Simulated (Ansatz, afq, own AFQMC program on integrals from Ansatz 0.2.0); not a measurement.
**Atomization energy of NiH₂O, triplet**

```json
{"atom": "Ni", "x (Å)": "0.0000", "y (Å)": "0.0000", "z (Å)": "0.5188"}
{"atom": "O", "x (Å)": "0.0000", "y (Å)": "0.0000", "z (Å)": "-1.6273"}
{"atom": "H", "x (Å)": "0.0000", "y (Å)": "0.7798", "z (Å)": "-2.1907"}
{"atom": "H", "x (Å)": "0.0000", "y (Å)": "-0.7798", "z (Å)": "-2.1907"}
```

Connectivity, by distances: Ni–OH2.

Atoms in their ground-state spins without spin–orbit coupling (mostly on UHF) minus the molecule (UHF), without zero-point energy. The geometry is a stationary point, not shown to be a minimum.

Basis def2-SVP. Noble-gas cores (and the filled d shells of Ga–Kr and In–Xe) are frozen. Ansatz 0.2.0 and our own AFQMC program on the same integrals; the CISD trial comes from CCSD amplitudes, and released means the phaseless constraint is let go. ± is one standard error of the sampling. The metal's outer-core s and p shells are frozen, which shifts wave-function levels against functionals. The errors of all members are added in quadrature.

No full CI on the walks' own integrals is used here; CCSDT(Q) serves as the reference and is uncertain by about the last step of the cluster series. Each member takes its own surest rung, up to full CI.

Errors are counted within def2-SVP, not against nature.

Cautions: no relativity below Rb; outer-core shells of the metal frozen; NiH₂O (triplet): lower spins were not checked, higher spins were not checked, strong correlation (T1 0.050, weight of the determinant 0.81, largest double 0.13), the ph-AFQMC/HF walk drifts between its halves (2.3 errors), its ph-AFQMC/CISD value lies 31 ± 4 meV above CCSDT(Q).

```tsv
level	atomization energy (kcal/mol)
CCSD	213.1
HF	149.1
```

(1) From these cheaper values, estimate the atomization energy at the reference level in def2-SVP.

(1) 215.3 kcal/mol (CCSDT(Q) in def2-SVP).

| level | atomization energy (kcal/mol) | error against CCSDT(Q) (kcal/mol) |
| --- | --- | --- |
| MP2 | 216.0 | 0.7 |
| CCSD(T) | 214.7 | -0.6 |
| CCSDT | 214.9 | -0.4 |
| ph-AFQMC/HF | 217.5 ± 0.9 | 2.1 ± 0.9 |
| ph-AFQMC/CISD | 214.9 ± 0.1 | -0.4 ± 0.1 |

Correlation beyond CCSD(T) adds 0.6 kcal/mol. The perturbative (T) step is worth +1.6 kcal/mol. Where the cautions show a poor determinant, the low rows tell how each method copes with it, not its usual error.

A walk keeps the symmetry of its determinant, which the program's search chose and which needn't be the lowest solution, so a lower state of the same spin and another symmetry isn't excluded.
